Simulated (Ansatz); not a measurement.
Density of states of Hf$_{3}$N$_{2}$ (R-3m, a = 3.209 Å, b = 3.209 Å, c = 23.315 Å, α = 90.00°, β = 90.00°, γ = 120.00°), in states per eV and primitive cell, averaged over bins of 0.4 eV. The calculation used Ansatz 0.2.0, DFT r2SCAN, scalar-relativistic, plane waves, PAW.

Plane waves to 500 eV, a k mesh through Γ of 12×12×12 on the computed 5-atom cell and Gaussian smearing (0.10 eV); no spin polarisation.

The cell is relaxed at this level. The states (both spins) are summed by tetrahedra on a 18×18×18 mesh at the self-consistent density. Energies are bin centres; the table starts no lower than −8 eV and ends at 6 eV, or lower where the solved bands end.

It is a metal at this level.

```
E − E_F (eV) total Hf 5d N 2p Hf 6s N 2s
       -7.85   1.19   0.39  0.60   0.15  0.01
       -7.45   1.72   0.52  0.91   0.20  0.02
       -7.05   2.02   0.55  1.13   0.24  0.03
       -6.65   1.69   0.38  0.97   0.27  0.02
       -6.25   3.84   0.95  2.38   0.34  0.02
       -5.85   3.76   1.09  2.39   0.16  0.03
       -5.45   6.10   1.79  4.08   0.05  0.03
       -5.05   4.04   1.07  2.70   0.09  0.04
       -4.65   3.38   0.85  2.34   0.06  0.02
       -4.25   1.85   0.39  1.39   0.01  0.01
       -3.85   0.38   0.08  0.29   0.00  0.00
       -3.45   0.00   0.00  0.00   0.00  0.00
       -3.05   0.11   0.05  0.02   0.03  0.01
       -2.65   1.70   0.93  0.22   0.45  0.04
       -2.25   1.82   1.13  0.20   0.40  0.02
       -1.85   1.13   0.86  0.08   0.15  0.00
       -1.45   2.35   1.84  0.18   0.22  0.01
       -1.05   2.62   2.20  0.16   0.12  0.01
       -0.65   3.50   2.83  0.32   0.14  0.04
       -0.25   1.60   1.28  0.15   0.07  0.03
        0.15   1.22   1.00  0.14   0.03  0.01
        0.55   1.45   1.21  0.17   0.02  0.01
        0.95   1.65   1.39  0.19   0.02  0.01
        1.35   1.90   1.58  0.22   0.03  0.02
        1.75   2.09   1.72  0.25   0.03  0.02
        2.15   2.43   2.01  0.28   0.04  0.03
        2.55   3.30   2.80  0.31   0.06  0.05
        2.95   3.77   3.12  0.38   0.09  0.09
        3.35   4.21   3.42  0.48   0.12  0.10
```

The columns after the total are the main Löwdin projections on the occupied valence shells of the potentials; 3 others are left out. The rest of the total lies in those, in shells that are empty in the free atom, which aren't projected, and between the atoms.

Spin-orbit coupling is left out, which matters for the bands of heavy elements.

Whether Hf3N2 exists in this form wasn't checked.